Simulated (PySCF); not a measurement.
## SiO: frontier orbitals

r²SCAN at R = 1.524 Å; basis Si x2c-SVPall, O x2c-SVPall; spin-free X2C with a Gaussian nucleus; PySCF 2.14. State: ¹Σ⁺ (singlet), closed shell. Only the outer orbitals are listed, counted within each symmetry.

```tsv
orbital	occ.	ε (eV)	on Si (%)	main shells (%)
5σ	2	-24.35	18	79 O s, 9 Si s
6σ	2	-10.97	59	56 Si s, 31 O p, 10 O s
2π	2	-8.30	25	75 O p, 22 Si p
2π	2	-8.30	25	75 O p, 22 Si p
7σ	2	-7.62	54	44 O p, 28 Si s, 25 Si p
3π	0	-2.48	81	78 Si p, 18 O p
3π	0	-2.48	81	78 Si p, 18 O p
8σ	0	1.24	105	77 Si p, 14 Si s, 13 Si d
```

Problem. Which are the highest filled and the lowest empty level, where do they sit, and how wide is the gap?

Solution. Highest filled 7σ at -7.62 eV (in %: 44 O p, 28 Si s, 25 Si p); lowest empty 3π at -2.48 eV (in %: 78 Si p, 18 O p); the gap at r²SCAN is 5.14 eV.

The bond order (Mayer) is 2.31, the ⟨S²⟩ is 0.000 and the charge on Si (Mulliken, basis-dependent) is 0.40. The charge on Si (Löwdin, basis-dependent) is 0.31. The dipole moment (positive dipole means Si(−)O(+)) is -2.55 D.

Shares are Mulliken populations and can fall outside 0 to 100 %.
